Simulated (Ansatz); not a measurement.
System: CH$_{4}$N, charge 0, multiplicity 2. It need not be the lowest isomer of its formula. 
Structure (B3LYP-D3(BJ)/def2-TZVP (Ansatz, a program for electronic structure) minimum search):
```
C
H 1 1.0803
H 1 1.0803 2 118.78
N 1 1.3914 2 116.76 3 148.46
H 4 1.0089 1 115.75 2 172.11
H 4 1.0089 5 111.58 1 135.19
```
Charge 0, spin multiplicity 2.

Basis-set convergence of Hartree-Fock and CCSD correlation energies (hartree) with Ansatz. Cores are frozen in the correlated levels unless marked. UHF or UKS for open shells. No spin-orbit coupling. Non-relativistic.

```json
[
 {"basis": "cc-pVDZ", "functions": "-", "E(HF)": "-94.59932", "E(corr, CCSD)": "-0.32521"},
 {"basis": "cc-pVTZ", "functions": "116", "E(HF)": "[?]", "E(corr, CCSD)": "[?]"}
]
```

### Question
Fill in the missing entries.

### Answer

- cc-pVTZ, E(HF): -94.63037
- cc-pVTZ, E(corr, CCSD): -0.39376
